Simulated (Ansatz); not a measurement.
The end point of a relaxation of Al. Space group Fm-3m (No. 225), fcc (Cu type). All values below come from PBE (plane waves to 420 eV, PAW, scalar-relativistic; Ansatz, an electronic-structure program).

Space group Fm-3m (No. 225); a = 4.040 Å, b = 4.040 Å, c = 4.040 Å, α = 90.00°, β = 90.00°, γ = 90.00°

```
atom  site  symmetry       x       y       z
----  ----  --------  ------  ------  ------
Al      4a      m-3m  0.0000  0.0000  0.0000
```
(The calculation used a cell of 1 atom; values per cell refer to that cell.)

For Al, the volume per atom is 16.49 Å³, the density is 2.72 g/cm³ and the band gap comes out as no gap (metallic). The shortest distances is Al–Al 2.86 Å and the k-mesh is 20×20×20.

No spin polarisation in the result.

Measured for Al: a 4.018 Å (static lattice; corrected from measurement; as listed in Daniel Mejia-Rodriguez, S. B. Trickey, Phys. Rev. B (2018)). Computed minus measured — a: PBE +0.6 %. The computed values are for a static lattice.

The run could not lose the symmetry of its start.
